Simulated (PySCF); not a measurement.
Neon: a sound run and one with changed settings

Sound run: Ne [Ne], Ne⁺ [He] 2s2 2p5. All numbers are calculated (PySCF 2.14, the spin-free X2C one-electron Hamiltonian (Gaussian nucleus), in aug-cc-pVDZ-DK (4s3p2d, 23 functions)). The sound run starts from symmetry-adapted Hartree-Fock orbitals and uses a fine grid where one is needed.

Changed run: 6 angular points. This setting is unsound on purpose.

```json
{"species": "Ne", "method": "UHF", "sound run (hartree)": "-128.63278", "changed run (hartree)": "-128.63278", "converged": "yes"}
{"species": "Ne", "method": "BP86", "sound run (hartree)": "-129.06146", "changed run (hartree)": "-129.06146", "converged": "yes"}
{"species": "Ne", "method": "r2SCAN", "sound run (hartree)": "-129.01934", "changed run (hartree)": "-129.01934", "converged": "yes"}
{"species": "Ne⁺", "method": "UHF", "sound run (hartree)": "-127.90409", "changed run (hartree)": "-127.90409", "converged": "yes"}
{"species": "Ne⁺", "method": "BP86", "sound run (hartree)": "-128.25864", "changed run (hartree)": "-128.30678", "converged": "yes"}
{"species": "Ne⁺", "method": "r2SCAN", "sound run (hartree)": "-128.22515", "changed run (hartree)": "-128.32860", "converged": "yes"}
```

Ionisation energy of Ne:

| method | sound run (eV) | changed run (eV) |
| --- | --- | --- |
| UHF | 19.829 | 19.829 |
| BP86 | 21.846 | 20.536 |
| r2SCAN | 21.611 | 18.796 |

A coarse angular grid integrates products of high-l functions wrongly, so density functionals can shift, and the SCF can exploit the error; Hartree-Fock and MP2 need no grid.

For comparison, NIST gives 21.565 eV between the lowest levels.
